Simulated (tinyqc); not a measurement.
Inside a calculation. Method: G0W0 on RHF in the sto-6g basis, for H2O, spin multiplicity 1. One step of it, computed by the program tinyqc.

Problem. G0W0 on Hartree-Fock: LUMO. W(p,q,m) = sqrt2 sum_ia (pq|ia) (X+Y)_ia,m; Sigma_c(x) = sum_(i,m) W^2/(x - e_i + w_m) + sum_(a,m) W^2/(x - e_a - w_m); solve x = e_p + Sigma_c(x) by Newton steps; Z = 1/(1 - dSigma/dx); 1 hartree = 27.211386 eV.

orbital energies (hartree): MO1 -20.505719, MO2 -1.315438, MO3 -0.643068, MO4 -0.479555, MO5 -0.406531, MO6 0.664228, MO7 0.785760

Two-electron integrals over orbitals (pq|rs), unique and non-zero (hartree):
```
(11|11) 4.760817    (21|11) -0.421597   (21|21) 0.060761    (22|11) 1.015980
(22|21) -0.012748   (22|22) 0.740377    (31|31) 0.011808    (32|31) 0.018448
(32|32) 0.148218    (33|11) 0.824177    (33|21) -0.004055   (33|22) 0.662623
(33|33) 0.653316    (41|11) 0.201564    (41|21) -0.025203   (41|22) 0.018319
(41|33) 0.006680    (41|41) 0.030831    (42|11) -0.127482   (42|21) 0.010511
(42|22) 0.015816    (42|33) 0.007152    (42|41) 0.017830    (42|42) 0.119404
(43|31) -0.004207   (43|32) 0.014414    (43|43) 0.046083    (44|11) 1.020931
(44|21) -0.014631   (44|22) 0.678417    (44|33) 0.614011    (44|41) -0.012225
(44|42) -0.104616   (44|44) 0.807343    (51|51) 0.026741    (52|51) 0.032028
(52|52) 0.142862    (53|53) 0.030214    (54|51) -0.014323   (54|52) -0.048806
(54|54) 0.059103    (55|11) 1.117074    (55|21) -0.011072   (55|22) 0.748942
(55|33) 0.643772    (55|41) 0.004979    (55|42) -0.065072   (55|44) 0.739351
(55|55) 0.880663    (61|11) -0.264875   (61|21) 0.041495    (61|22) -0.000207
(61|33) 0.000384    (61|41) -0.003467   (61|42) 0.020899    (61|44) -0.021074
(61|55) -0.006138   (61|61) 0.037676    (62|11) 0.334965    (62|21) -0.007576
(62|22) 0.149962    (62|33) 0.084044    (62|41) 0.019489    (62|42) 0.016705
(62|44) 0.095822    (62|55) 0.165214    (62|61) 0.005718    (62|62) 0.106944
(63|31) 0.003752    (63|32) -0.036108   (63|43) -0.024404   (63|63) 0.065496
(64|11) 0.199242    (64|21) -0.001180   (64|22) 0.084591    (64|33) 0.041755
(64|41) 0.001561    (64|42) -0.030309   (64|44) 0.117188    (64|55) 0.105528
(64|61) 0.000191    (64|62) 0.058802    (64|64) 0.062122    (65|51) 0.016518
(65|52) 0.060727    (65|54) -0.004329   (65|65) 0.040149    (66|11) 0.834493
(66|21) -0.007513   (66|22) 0.631807    (66|33) 0.584232    (66|41) 0.022889
(66|42) 0.060484    (66|44) 0.556694    (66|55) 0.599998    (66|61) 0.008106
(66|62) 0.103581    (66|64) 0.041376    (66|66) 0.610823    (71|31) 0.016222
(71|32) 0.023375    (71|43) -0.006012   (71|63) 0.004680    (71|71) 0.022359
(72|31) 0.013445    (72|32) 0.033627    (72|43) -0.036331   (72|63) 0.037157
(72|71) 0.017476    (72|72) 0.059265    (73|11) 0.358161    (73|21) -0.007638
(73|22) 0.126177    (73|33) 0.091261    (73|41) -0.001352   (73|42) -0.078104
(73|44) 0.162507    (73|55) 0.183371    (73|61) -0.007587   (73|62) 0.078949
(73|64) 0.072740    (73|66) 0.035918    (73|73) 0.151668    (74|31) -0.010515
(74|32) -0.079611   (74|43) 0.007677    (74|63) 0.039687    (74|71) -0.014030
(74|72) -0.015429   (74|74) 0.070190    (75|53) 0.023427    (75|75) 0.023604
(76|31) 0.009785    (76|32) 0.099961    (76|43) 0.041544    (76|63) -0.059527
(76|71) 0.012465    (76|72) -0.013793   (76|74) -0.057819   (76|76) 0.113958
(77|11) 0.873586    (77|21) -0.009022   (77|22) 0.631566    (77|33) 0.623325
(77|41) 0.004250    (77|42) -0.009117   (77|44) 0.615841    (77|55) 0.627923
(77|61) -0.005272   (77|62) 0.072007    (77|64) 0.035436    (77|66) 0.576828
(77|73) 0.086219    (77|77) 0.627086
```

excitation energies w (hartree): 1.148253  1.216761  1.238600  1.332941  1.485769  1.679808  2.221710  2.228092  21.245168  21.336165

X + Y:
```
            1          2         3          4          5          6          7          8
1>6  0.000000  -0.000293  0.000000   0.000000   0.000000   0.001572   0.000000  -0.000668
1>7  0.000000   0.000000  0.000000   0.002217   0.001107   0.000000  -0.003314   0.000000
2>6  0.000000  -0.086491  0.000000   0.000000   0.000000  -0.316819   0.000000   0.899301
2>7  0.000000   0.000000  0.000000   0.093622  -0.054684   0.000000   0.968761   0.000000
3>6  0.000000   0.000000  0.000000  -0.630926   0.718809   0.000000   0.063716   0.000000
3>7  0.000000  -0.246875  0.000000   0.000000   0.000000   0.862812   0.000000   0.216199
4>6  0.000000   0.941760  0.000000   0.000000   0.000000   0.164246   0.000000   0.093087
4>7  0.000000   0.000000  0.000000   0.747464   0.591378   0.000000  -0.021014   0.000000
5>6  0.965666   0.000000  0.000000   0.000000   0.000000   0.000000   0.000000   0.000000
5>7  0.000000   0.000000  0.981128   0.000000   0.000000   0.000000   0.000000   0.000000

             9         10
1>6   0.998228   0.000000
1>7   0.000000   0.998951
2>6   0.000101   0.000000
2>7   0.000000   0.000326
3>6   0.000000   0.000054
3>7  -0.000096   0.000000
4>6   0.000002   0.000000
4>7   0.000000  -0.000157
5>6   0.000000   0.000000
5>7   0.000000   0.000000
```

Give: The 12 largest terms at x = e_p; Newton steps; quasiparticle energy of the LUMO; Hartree-Fock value.

Solution.

The 12 largest terms at x = e_p (hartree; W for the signs of X + Y given):

| q | m | W | term |
|---|---|---|---|
| 6 | 8 | 0.1482 | -0.0099 |
| 7 | 5 | -0.1078 | -0.0072 |
| 2 | 8 | 0.1679 | 0.0067 |
| 3 | 5 | 0.0969 | 0.0034 |
| 4 | 8 | 0.1052 | 0.0033 |
| 4 | 6 | 0.0768 | 0.0021 |
| 5 | 1 | 0.0548 | 0.0014 |
| 4 | 2 | 0.0501 | 0.0011 |
| 2 | 6 | 0.0621 | 0.0011 |
| 3 | 7 | 0.0556 | 0.0009 |
| 6 | 2 | 0.0299 | -0.0007 |
| 2 | 2 | 0.0377 | 4.44e-04 |

Newton steps (hartree):

| step | x | Sigma_c(x) | Z |
|---|---|---|---|
| 0 | 0.6642 | 0.0022 | 0.9843 |
| 1 | 0.6664 | 0.0022 | 0.9843 |
| 2 | 0.6664 | 0.0022 | 0.9843 |

quasiparticle energy of the LUMO = 18.1337 eV

Hartree-Fock value = 18.0746 eV
